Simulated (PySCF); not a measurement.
# Solver options tried on LiSi (quartet)

The same problem is solved with other solver options, one edit a run.

The runs use PySCF 2.14.0; each script names its method and basis.

2 further runs of the same task are left out: 2 that didn't finish.

## 1. The system as given

LiSi (quartet): 2 atoms, charge 0, spin multiplicity 4.

Bond lengths: Li1–Si2 2.160 Å.

## 2. The run that the others are compared with

Contents of input.py:

```python
from pyscf import gto, dft

mol = gto.M(
    atom='Li 0 0 0; Si 0 0 2.16',
    basis='6-31g',
    charge=0,
    spin=3,
    verbose=3,
)
mf = dft.UKS(mol, xc='hcth407')
mf.kernel()
mf.stability(internal=True, external=True)
mf.dip_moment()
print('orbital energies (hartree):', [e[max(0, n-3):n+3].round(4) for e, n in zip(mf.mo_energy, mol.nelec)])
```

The run is started by

```
> OMP_NUM_THREADS=1 python input.py
```

The log of this run is left out.

Base result: E(SCF) = -296.926380 Eh, ⟨S²⟩ = 3.764, μ = 5.38 D, internal stable; real -> complex stable; UHF/UKS -> GHF/GKS unstable.

The bond length is a typed value, not an optimised one. The quartet is typed in the script; nothing here shows that it is the ground state.

## 3. Initial guess sap

Run 1 changes initial guess: minao → sap.

Contents of input.py:

```python
from pyscf import gto, dft

mol = gto.M(
    atom='Li 0 0 0; Si 0 0 2.16',
    basis='6-31g',
    charge=0,
    spin=3,
    verbose=3,
)
mf = dft.UKS(mol, xc='hcth407')
mf.init_guess = 'sap'
mf.kernel()
mf.stability(internal=True, external=True)
mf.dip_moment()
print('orbital energies (hartree):', [e[max(0, n-3):n+3].round(4) for e, n in zip(mf.mo_energy, mol.nelec)])
```

The run is started by

```
> OMP_NUM_THREADS=1 python input.py
```

## 4. Convergence threshold 0.001 hartree

Run 2 changes convergence threshold: default → 0.001 hartree.

input.py, as its differences from that of step 2:

```diff
@@ -10,2 +10,3 @@
 mf = dft.UKS(mol, xc='hcth407')
+mf.conv_tol = 0.001
 mf.kernel()
```

## 5. Initial guess mod_huckel

Run 3 changes initial guess: minao → mod_huckel.

input.py, as its differences from that of step 2:

```diff
@@ -10,2 +10,3 @@
 mf = dft.UKS(mol, xc='hcth407')
+mf.init_guess = 'mod_huckel'
 mf.kernel()
```

## 6. DIIS space 20

Run 4 changes DIIS space: default → 20.

input.py, as its differences from that of step 2:

```diff
@@ -10,2 +10,3 @@
 mf = dft.UKS(mol, xc='hcth407')
+mf.diis_space = 20
 mf.kernel()
```

Before running it: what results should come out? Wanted: for each run, E(SCF); from base; gap, α spin; SCF dipole; after the SCF.

The runs gave:

```csv
run,E(SCF) (hartree),from base (eV),"gap, α spin (eV)",SCF dipole (D),after the SCF
base,-296.926380,0,2.27,5.38,unstable: UHF/UKS -> GHF/GKS
initial guess sap,-296.926380,0.0000,2.27,5.38,unstable: UHF/UKS -> GHF/GKS
convergence threshold 0.001 hartree,-296.926308,not comparable,2.32,5.57,unstable: UHF/UKS -> GHF/GKS
initial guess mod_huckel,-296.926380,0.0000,2.27,5.38,unstable: UHF/UKS -> GHF/GKS
DIIS space 20,-296.926380,0.0000,2.27,5.38,unstable: UHF/UKS -> GHF/GKS
```

What this shows: The SCF energy stays the same, to the digits that matter, with initial guess sap or initial guess mod_huckel or DIIS space 20. Rows marked «poor choice» come from settings spoiled on purpose.
